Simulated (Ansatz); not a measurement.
Molecule: HS, charge -1, multiplicity 1. 
Geometry from a B3LYP-D3(BJ)/def2-TZVP (Ansatz, an electronic-structure program) optimisation:
```xyz
2

S      0.0000     0.0000    -0.0794
H      0.0000     0.0000     1.2698
```
Charge -1, spin multiplicity 1.

Basis-set convergence of Hartree-Fock and MP2 correlation energies (hartree) with Ansatz. Valence correlation only, unless marked. No spin-orbit coupling. Non-relativistic.

```tsv
basis	functions	E(HF)	E(corr, MP2)
def2-SVPD	35	-398.00960	-0.15734
def2-TZVPPD	68	-398.13880	-0.19649
def2-QZVPPD	112	-398.14940	-0.21289
```

Extrapolating the two largest sets (X = 3 and 4) as X^-3: E(corr) = (64·(-0.21289) - 27·(-0.19649))/37 = -0.2249 Eh, an estimate of the basis-set limit. The largest set recovers 94.7 % of it, the smallest 70.0 %.
